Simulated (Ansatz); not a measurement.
# H₃Si–BH, quartet: the ladder up to UCCSDT(Q)

Geometry: that of the H3Si–BH, doublet, kept fixed. The doublet lies 3.9 eV lower here.

```
atom    x (Å)    y (Å)    z (Å)
  Si   0.0000   0.0275   0.5292
   B   0.0000  -0.1188  -1.4404
   H   0.0000   1.3973   1.1216
   H   1.2095  -0.6900   1.0219
   H  -1.2095  -0.6900   1.0219
   H   0.0000   0.4894  -2.4617
```

Basis cc-pVDZ; Ansatz 0.2.0. Correlated methods freeze the noble-gas cores, which leaves 11 electrons in 46 orbitals. R marks a restricted (for open shells ROHF) determinant, U an unrestricted one.

Full CI isn't at hand for all of this; UCCSDT(Q) serves as the reference, and is uncertain by the last step of the cluster series or more. The frozen core follows each run's orbitals, which can shift R against U totals by a few meV.

For open shells CISD is restricted-active-space CI with the open shells as a complete middle space.

```
UHF ⟨S²⟩                          : 3.762
T1 diagnostic (RCCSD)             : 0.0329
largest doubles amplitude (RCCSD) : 0.029
T1 diagnostic (UCCSD)             : 0.0325
```

```json
{"level": "UHF", "E − E(RHF) (eV)": "-0.0819"}
{"level": "RMP2", "E − E(RHF) (eV)": "-4.2070"}
{"level": "UMP2", "E − E(RHF) (eV)": "-4.2099"}
{"level": "RCCSD", "E − E(RHF) (eV)": "-5.3899"}
{"level": "UCCSD", "E − E(RHF) (eV)": "-5.3897"}
{"level": "RCCSD(T)", "E − E(RHF) (eV)": "-5.5222"}
{"level": "UCCSD(T)", "E − E(RHF) (eV)": "-5.5220"}
```

**Question.** Estimate how far UCCSDT(Q) in cc-pVDZ lies from RCCSD(T). The table doesn't fix it; the size of (T) and the diagnostics are the guide.

**Answer.** UCCSDT(Q) in cc-pVDZ lies 43 meV below RCCSD(T), which is 32 % of the (T) step (-132 meV). T1 is raised, and the rest is a large part of (T).

The other levels:

```tsv
level	E − E(UCCSDT(Q)) (meV)	share of correlation (%)	wall time
CISD	562	89.91	7.5 s
BCCD(T)	42	99.24	2.3 s
RCCSDT	6	99.90	–
UCCSDT	5	99.91	–
RCCSDT(Q)	2	99.97	31 s
```

The correlation energy at UCCSDT(Q), counted from RHF, is -5.565 eV. That run took 28 s on 1 thread of Intel Xeon 6975P-C, shared host.

Times hold each run's SCF and search for its determinant on a shared host, so for small cases they say little of a method's own cost; they ran on 1 thread of Intel Xeon 6975P-C.
